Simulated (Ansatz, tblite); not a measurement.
Ladder of methods for the elastic constant C12 of zinc-blende GaAs

Reference value: 53 GPa (measured, temperature not stated, not corrected to a static lattice; as tabulated in Råsander and Moram (2015), arXiv:1505.02379).

Problem. Put these levels in order of the elastic constant C12 that they give for zinc-blende GaAs, smallest first: GFN2-xTB (tblite), LC-ωPBE (Ansatz, an electronic-structure program), LDA (Ansatz).

Solution. GFN2-xTB (32.2 GPa), LDA (53.0 GPa), LC-ωPBE (66.2 GPa)

Unless a cell is named, each level is at its own relaxed cell (GFN2-xTB 27.62, LDA 21.99, LC-ωPBE 21.64 Å³/atom).

Differences against the reference: GFN2-xTB -39 %, LDA 0.0 %, LC-ωPBE +25 %.

The reference isn't brought to a static lattice, while the calculations are for one, so the differences are not the levels' errors alone.  GFN2-xTB: the method was fitted mainly to molecules. GFN2-xTB: the run uses a supercell at the zone centre in place of a k mesh. Each level is taken at its own relaxed cell. K meshes differ between the levels. Ansatz's density-functional and Hartree–Fock values are scalar-relativistic unless marked +SOC, with PAW data made under PBE.

Differences are worked out from the printed values.
